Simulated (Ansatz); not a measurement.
# P2H2 (triplet): the correlation ladder at a displaced geometry (v2), cc-pVDZ

How much of the correlation energy of P2H2 (triplet) does each wave-function method recover here?

The runs use Ansatz 0.2.0, Gaussian basis; cc-pVDZ, core rule «outside noble gas», up to 10 orbitals frozen.

To be run: UHF; CCSD(T) on ROHF; CCSD(T) on UHF; BCCD(T) on ROHF; CISD; CCSDT(Q) on ROHF; CCSDT(Q) on UHF; CASSCF and MRCISD+Q, 12 electrons in 10 orbitals; CASSCF and MRCISD+Q(relaxed), 12 electrons in 10 orbitals; CASSCF and NEVPT2, 12 electrons in 10 orbitals.

30 further runs of the same task are left out: 9 that didn't finish, 21 set aside as unsound or not needed.

## Step 1: What is computed

The geometry is a PBE0/def2-TZVP stationary point (not a proven minimum) with its atoms shifted at random (size 0.100 Å).

4 atoms, charge 0, spin multiplicity 3.

Atoms are counted from 1 here; the program's logs count them from 0.

Bond lengths: P1–P2 2.154 Å, P1–H3 1.351 Å, P2–H4 1.601 Å. Angles: P2–P1–H3 98.5°, P1–P2–H4 90.7°.

## Step 2: UHF

Input file in.yaml:

```yaml
crystal:
  periodic: [false, false, false]
  atoms:
    - {symbol: P, position_ang: [0.049962, -0.075974, 1.071033]}
    - {symbol: P, position_ang: [-0.114914, 0.079495, -1.071457]}
    - {symbol: H, position_ang: [0.956417, 0.904617, 1.273569]}
    - {symbol: H, position_ang: [1.039541, -1.012823, -1.260545]}
basis:
  gaussian: {orbitals: cc-pVDZ}
magnetization: {spin_polarized: true, initial_magnetization: 2}
hamiltonian: {xc: hf}
output: {orbitals: {seedname: orbitals}}
```

The run is started by

```console
> ansatz run in.yaml --threads 1 --pin off --events-out ev --progress --plain --max-ram 2393MiB
```

After this run come: CCSD(T) on ROHF; CCSD(T) on UHF; BCCD(T) on ROHF; CISD; CCSDT(Q) on ROHF; CCSDT(Q) on UHF; CASSCF and MRCISD+Q, 12 electrons in 10 orbitals; CASSCF and MRCISD+Q(relaxed), 12 electrons in 10 orbitals; CASSCF and NEVPT2, 12 electrons in 10 orbitals.

Before running them: what should the planned runs give, taken together? Wanted: UCCSDT(Q) below the RHF energy; RMP2 from UCCSDT(Q); UMP2 from UCCSDT(Q); RCCSD from UCCSDT(Q); RCCSD(T) from UCCSDT(Q); UCCSD(T) from UCCSDT(Q); RCCSDT(Q) from UCCSDT(Q); NEVPT2 valence from UCCSDT(Q); MRCISD+Q valence from UCCSDT(Q).

**Answer**, as computed:

```
                                quantity                                                                   value
          UCCSDT(Q) below the RHF energy                                                              -7.0316 eV
                     RMP2 from UCCSDT(Q)                                                         +30.74 kcal/mol
                     UMP2 from UCCSDT(Q)                                                         +31.81 kcal/mol
                    RCCSD from UCCSDT(Q)                                                          +6.13 kcal/mol
                 RCCSD(T) from UCCSDT(Q)                                                          +1.15 kcal/mol
                 UCCSD(T) from UCCSDT(Q)                                                          +1.18 kcal/mol
                RCCSDT(Q) from UCCSDT(Q)                                                          +0.02 kcal/mol
           NEVPT2 valence from UCCSDT(Q)                                                         +27.84 kcal/mol
         MRCISD+Q valence from UCCSDT(Q)                                                          +0.54 kcal/mol
MRCISD+Q(relaxed) valence from UCCSDT(Q)                                                          -0.02 kcal/mol
       levels within 1 kcal/mol (43 meV)  RCCSDT, UCCSDT, RCCSDT(Q), MRCISD+Q valence, MRCISD+Q(relaxed) valence
                           T1 diagnostic                                                                   0.025
          effectively unpaired electrons                                                                    2.03
```

**Reading.** RCCSD(T) lands +1.15 kcal/mol from the yardstick (0.7 % of the correlation energy). One determinant dominates. Of the multireference levels listed MRCISD+Q(relaxed) valence comes nearest in total energy (-0.02 kcal/mol), which doesn't show that its space is the better one. These misses are within one basis, not against nature; the frozen cores of restricted and unrestricted runs differ, which can shift their rows.
